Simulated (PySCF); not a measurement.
An unknown is described by computed data only.

Formula: CH3N.

- Rotational structure: rotational constants A, B, C: 205.541, 35.394, 30.195 GHz [GFN2-xTB]
- 13C NMR: chemical shifts (computed TMS as zero) by class: 166.0 (1 C) ppm [GIAO PBE0/pcSseg-1]
- 1H NMR: chemical shifts (computed TMS as zero) by class: 11.95 (1 H), 8.15 (1 H), 7.90 (1 H) ppm [GIAO PBE0/pcSseg-1]
- NMR, other nuclei: isotropic shieldings of nuclei other than C and H, by class: -128 (1 N) ppm [GIAO PBE0/pcSseg-1]
- Couplings: largest of the computed one-bond spin–spin couplings (means over like bonds): 13C–1H +182.3, 13C–1H +160.0, 15N–1H -50.2, 15N–13C -6.5 Hz [B3LYP/pcJ-1]
- Dipole: 1.97 D [PBE0/pcSseg-1]

Electronic properties: PySCF, gas phase, density fitting. Levels stand in brackets. Geometry: GFN2-xTB; no solvent, vibrations or thermal averaging. NMR values are class means; diastereotopic atoms form classes of their own.

Task: Give a SMILES that accounts for the data.

Result: Its formula, CH3N, gives 1 degree of unsaturation: 0 rings and 1 π bond in the structure found. The one carbon: imine carbon (166.0 ppm). Hydrogen classes from least to most shielded: 1 H on an imine nitrogen (11.95 ppm), 1 H on an imine carbon (8.15 ppm), 1 H on an imine carbon (7.90 ppm). The other shieldings belong to: -128 ppm, imine nitrogen. The couplings run between: +182.3 Hz, imine carbon and its hydrogen; +160.0 Hz, imine carbon and its hydrogen; -50.2 Hz, imine nitrogen and its hydrogen; -6.5 Hz, imine nitrogen and imine carbon. The optimised geometry has point group Cs and is an asymmetric top. Structure: methanimine (`C=N`).
